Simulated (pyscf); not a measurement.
Single points on ωB97X-D3(BJ)/def2-SVP structures (PySCF, gas phase).

Q: Estimate the classical barrier height and the reaction energy of `[GeH3][SnH3]` + `[ClH]` -> `[Cl][GeH2][SnH3]` + `[H][H]` at B3LYP-D3(BJ)/def2-TZVP. The step runs on the singlet surface, breaks Ge–H, Cl–H and forms Cl–Ge, H–H; take the separated reactants as zero.

A: ΔE‡ = 141.2 kJ/mol, ΔE = -54.8 kJ/mol. ωB97M-D3(BJ)/def2-TZVP gives 153.7 kJ/mol and -47.9 kJ/mol. Zero-point energy shifts the barrier by +3.7 kJ/mol. It is a four-centre exchange, with an imaginary mode of 752i cm⁻¹. At the saddle there is also a short Ge–H contact that neither side keeps. The same reactants have a lower exit, to Cl–SnH₂–GeH₃ + H₂ (barrier +126.5 kJ/mol at ωB97M-D3(BJ)/def2-TZVP, against +153.7 kJ/mol here). Cl–GeH₂–SnH₃ lies 21.6 kJ/mol over its isomer Cl–SnH₂–GeH₃ (electronic energy, ωB97M-D3(BJ)/def2-TZVP). This is the saddle that the search found; another between the same sides may lie lower. Elements up to Kr have no core potential and no relativistic terms here. Elements past Kr carry the def2 core potentials, without spin-orbit coupling.
